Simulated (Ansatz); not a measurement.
`NC1C=CC1` + HCl → `ClC1C=CC1` + NH₃ at 600 K and 1 bar (substitution at a C–N bond).

Isolated molecules relaxed with PBE0-D4/def2-TZVP in Ansatz; ΔE leaves out vibrations. CCSD(T)/CBS adds triple-zeta CCSD(T) − MP2 to the extrapolated MP2 energy (def2 sets, frozen cores). This one scheme is used for every species. One conformer a species, not always the lowest.

```
    species  CCSD(T)/CBS energy (Eh)  H − E (kJ/mol)  S (J/(mol·K))
 `NC1C=CC1`               -211.06174           326.3          377.1
        HCl               -460.38127            35.4          207.2
`ClC1C=CC1`               -614.93973           252.6          372.4
        NH₃                -56.50880           112.4          219.5
```

H − E and S are ideal-gas, rigid-rotor, harmonic terms from PBE0-D4/def2-TZVP, for one conformer and one mirror image of each species. 1 Eh = 2625.50 kJ/mol, R = 8.31446 J/(mol·K).

Question: By hand: ΔE, ΔH, ΔS and ΔG.

Answer: ΔE = (-614.93973) + (-56.50880) − (-211.06174) − (-460.38127) = -0.00552 Eh = -14.5 kJ/mol. Δ(H − E) = 252.6 + 112.4 − 326.3 − 35.4 = 3.3, so ΔH = -11.2 kJ/mol. ΔS = 372.4 + 219.5 − 377.1 − 207.2 = 7.6 J/(mol·K). ΔG = -11.2 − 600 × (7.6)/1000 = -15.8 kJ/mol.

Question: By hand: the equilibrium constant, and the temperature at which ΔG would vanish if ΔH and ΔS stayed fixed.

Answer: log₁₀ K = −ΔG/(RT ln 10) = 1.4. ΔH and −TΔS have one sign here, so there is no such temperature.

TΔS isn't small against ΔH here. A doubt of 5 kJ/mol in ΔE shifts log₁₀ K by 0.4 here. Other conformers and mirror images would add mixing entropy, several J/(mol·K) or more a flexible species. These are equilibria of isolated gas molecules and say nothing of rates. Largest T1 diagnostic: 0.010 (customary marks: 0.02 for closed shells, 0.045 for open ones).

ΔS is within the doubt of such terms, so its sign, and with it that verdict, could turn.
